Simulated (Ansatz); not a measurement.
Total energies of sulfur hexafluoride.

| atom | x (Å) | y (Å) | z (Å) |
| --- | --- | --- | --- |
| F1 | -1.409 | 0.318 | -0.603 |
| S2 | 0.000 | 0.000 | 0.000 |
| F3 | 0.679 | 0.778 | -1.176 |
| F4 | -0.679 | -0.778 | 1.176 |
| F5 | 1.409 | -0.318 | 0.603 |
| F6 | 0.061 | -1.320 | -0.838 |
| F7 | -0.061 | 1.320 | 0.838 |

The species carries charge 0 and has multiplicity 1. The geometry is a stationary point of PBE0-D4/def2-TZVP. Basis def2-TZVPP, the Gaussian-basis code of Ansatz.

RPA on PBE orbitals: Hartree–Fock energy of these orbitals -994.24263 Eh, correlation -2.53521 Eh (frozen core).

```json
{"functional": "LDA (SPW92)", "energy without D4 (Eh)": "-992.38109", "D4 term (kJ/mol)": "–"}
{"functional": "PBE", "energy without D4 (Eh)": "-996.76336", "D4 term (kJ/mol)": "-14.9"}
{"functional": "revPBE", "energy without D4 (Eh)": "-997.19195", "D4 term (kJ/mol)": "-55.8"}
{"functional": "BLYP", "energy without D4 (Eh)": "-997.42839", "D4 term (kJ/mol)": "-34.6"}
{"functional": "r2SCAN", "energy without D4 (Eh)": "-997.22952", "D4 term (kJ/mol)": "-3.5"}
{"functional": "B97M-V", "energy without D4 (Eh)": "-997.16646", "D4 term (kJ/mol)": "–"}
{"functional": "PBE0", "energy without D4 (Eh)": "-996.78267", "D4 term (kJ/mol)": "-12.2"}
{"functional": "B3LYP", "energy without D4 (Eh)": "-997.48058", "D4 term (kJ/mol)": "-24.1"}
{"functional": "r2SCANh", "energy without D4 (Eh)": "-997.19140", "D4 term (kJ/mol)": "-3.6"}
{"functional": "r2SCAN0", "energy without D4 (Eh)": "-997.13635", "D4 term (kJ/mol)": "-4.0"}
{"functional": "CAM-B3LYP", "energy without D4 (Eh)": "-997.36503", "D4 term (kJ/mol)": "-12.1"}
{"functional": "LC-ωPBE", "energy without D4 (Eh)": "-997.05774", "D4 term (kJ/mol)": "–"}
{"functional": "ωB97M-V", "energy without D4 (Eh)": "-997.33136", "D4 term (kJ/mol)": "–"}
{"functional": "B2PLYP", "energy without D4 (Eh)": "-997.03963", "D4 term (kJ/mol)": "–"}
```

Give the same for HSE06 (plane-wave form), BHLYP, ωB97X-V, PBE-QIDH. (An estimate is asked.)

Ansatz gave: 
```json
{"functional": "HSE06 (plane-wave form)", "energy without D4 (Eh)": "-996.75274", "D4 term (kJ/mol)": "-11.2"}
{"functional": "BHLYP", "energy without D4 (Eh)": "-997.24654", "D4 term (kJ/mol)": "-16.2"}
{"functional": "ωB97X-V", "energy without D4 (Eh)": "-997.21959", "D4 term (kJ/mol)": "–"}
{"functional": "PBE-QIDH", "energy without D4 (Eh)": "-996.63135", "D4 term (kJ/mol)": "–"}
```

B3LYP takes the VWN-RPA correlation (the form of Gaussian; ORCA's B3LYP/G). HSE06 is the plane-wave form, built on full-range PBE exchange. The double hybrids freeze the cores in their second-order part.

LC-ωPBE has ω = 0.4 bohr⁻¹.
